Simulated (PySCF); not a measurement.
Order these species by their calculated properties.

Species are written as SMILES; each is one conformer at its optimised geometry, gas phase, non-relativistic unless stated. Electronic properties by PySCF.

Dipoles, sizes and rotational constants follow the conformer. The torsions of the flexible species, by atom-mapped SMILES:
- `[CH3:1][c:2]1[c:3]([F:4])[cH:5][c:6]([C:7]([F:8])([F:9])[F:10])[p:11]1[CH3:12]`: C5–C6–C7–F8 -179°
- `[CH2:1]=[CH:2][C@:3]1([CH:4]2[CH2:5][CH2:6][CH2:7]2)[CH2:8][C:9]1=[CH2:10]`: C1–C2–C3–C4 -167°, C2–C3–C4–C5 65°
- `[CH:1]#[C:2][C@@H:3]1[CH2:4][CH2:5][C@@H:6]1[CH2:7][C:8](=[CH2:9])[CH3:10]`: C5–C6–C7–C8 70°, C6–C7–C8–C9 -104°
- `[CH:1]#[C:2][C:3]1=[CH:4][CH2:5][C@H:6]1[O:7][CH:8]=[O:9]`: C5–C6–O7–C8 -141°, C6–O7–C8–O9 1°
- `[CH3:1][CH2:2][O:3][Si@H:4]([CH2:5][Cl:6])[O:7][SiH3:8]`: C1–C2–O3–Si4 -63°, C2–O3–Si4–C5 -58°, O3–Si4–C5–Cl6 67°, O3–Si4–O7–Si8 -9°
- `[O:1]=[C:2]([OH:3])[c:4]1[cH:5][cH:6][cH:7][cH:8][cH:9]1`: O1–C2–C4–C5 0°, H–O3–C2–O1 0°

The conformers of `C=C/C1=C/CC/C=C\CC1`, `ClCC(Cl)=C1CCCC1` and `C=C[C@@H]1C[C@@H]2C=C[C@H]1CC2` aren't listed.

(1) Rank by HOMO–LUMO gap, highest first (PBE0/pcSseg-1 at GFN2-xTB geometries).
A. `C=C/C1=C/CC/C=C\CC1`
B. `C#CC1=CC[C@H]1OC=O`
C. `ClCC(Cl)=C1CCCC1`
D. `C#C[C@@H]1CC[C@@H]1CC(=C)C`
E. `O([SiH3])[Si@H](OCC)CCl`
F. `C1[C@@H]2CC[C@H](C=1)[C@@H](C2)C=C`
G. `Cc1c(F)cc(C(F)(F)F)p1C`
H. `C=C[C@]1(C2CCC2)CC1=C`

(2) Rank by HOMO energy, highest first (PBE0/pcSseg-1 at GFN2-xTB geometries).
A. `ClCC(Cl)=C1CCCC1` (C7H10Cl2)
B. `C=C/C1=C/CC/C=C\CC1` (C10H14)
C. `[C@H]1(CC[C@@H]1CC(C)=C)C#C` (C10H14)
D. `C=P` (CH3P)
E. `CCO[Si@H](CCl)O[SiH3]` (C3H11ClO2Si2)

(3) Rank by dipole moment, highest first (PBE0/pcSseg-1 at GFN2-xTB geometries).
A. `C=C[C@]1(C2CCC2)CC1=C`
B. `C#C[C@@H]1CC[C@@H]1CC(=C)C`
C. `[Si@@H](OCC)(CCl)O[SiH3]`
D. `O=C(O)c1ccccc1`
E. `C#CC1=CC[C@H]1OC=O`

(4) Give the two extremes of that set in atomic units.

(5) Rank by smallest rotational constant, lowest first (GFN2-xTB).
A. `CCO[Si@H](CCl)O[SiH3]` (C3H11ClO2Si2)
B. `C#C[C@@H]1CC[C@@H]1CC(=C)C` (C10H14)
C. `P=C` (CH3P)
D. `F[C]([SiH3])[SiH3]` (CH6FSi2) [radical]

(6) Give the two extremes of that set in cm⁻¹.

## Answers

(1) E (7.92 eV), D (7.60 eV), F (7.44 eV), H (7.00 eV), C (6.27 eV), B (6.05 eV), A (5.71 eV), G (5.07 eV).

(2) B (-6.26 eV), A (-6.93 eV), C (-7.07 eV), E (-7.73 eV), D (-7.85 eV).

(3) E (2.26 D), D (2.04 D), C (1.13 D), B (0.79 D), A (0.43 D).

(4) `C=C[C@]1(C2CCC2)CC1=C`: 0.17 au; `C#CC1=CC[C@H]1OC=O`: 0.89 au.

(5) A (0.507 GHz), B (0.726 GHz), D (1.902 GHz), C (14.828 GHz).

(6) `CCO[Si@H](CCl)O[SiH3]`: 0.0169 cm⁻¹; `C=P` (CH2PH): 0.4946 cm⁻¹.
